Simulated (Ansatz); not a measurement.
The same path of BFH2 + H3P (8 atoms, charge 0, multiplicity 1) was run twice with different band settings. Lost on the way: B1–H2, P5–H8. Made: B1–P5, H2–H8.

Method: Ansatz 0.2.0, RKS PBE0-D4/def2-SVP.

Relaxed end points:

```xyz
8
Properties=species:S:1:pos:R:3
B 0.003 0.359 -0.049
H -0.231 0.753 1.070
H 1.114 0.224 -0.507
F -1.023 0.099 -0.837
P 0.236 -2.995 1.110
H -0.724 -2.592 0.133
H 1.337 -2.465 0.371
H 0.072 -1.805 1.885
```

```xyz
8
Properties=species:S:1:pos:R:3
B 0.188 -0.730 -0.339
H -0.418 0.874 2.318
H 1.174 -0.029 -0.389
F -0.961 -0.209 -0.735
P 0.241 -2.484 0.421
H -0.682 -3.128 -0.450
H 1.436 -2.910 -0.222
H -0.194 0.193 2.574
```

Common settings: movable images 7; climbing image yes; spring 5.0 eV/Å²; optimiser quadratic models (default); start path through a guess of the saddle point; iteration limit 60; end points relaxed.

| run | force threshold |
| --- | --- |
| 1 | 0.05 eV/Å |
| 2 | 0.5 eV/Å |

What does each run give, and how far can it be trusted?

Run 1: converged after 33 iterations, highest image 0.929 eV above the first end. A vibrational analysis at the climbing image gives 2 clearly imaginary modes (883i, 74i cm⁻¹): a point of higher order, so a lower path passes nearby.
Run 2: converged after 10 iterations, highest image 0.960 eV above the first end. The threshold of 0.5 eV/Å is loose, so the images may lie well off the minimum-energy path. The order of the stationary point at the top wasn't checked.
The orbitals stay closed-shell, which can raise the energy where a bond breaks towards radicals; this wasn't checked here.
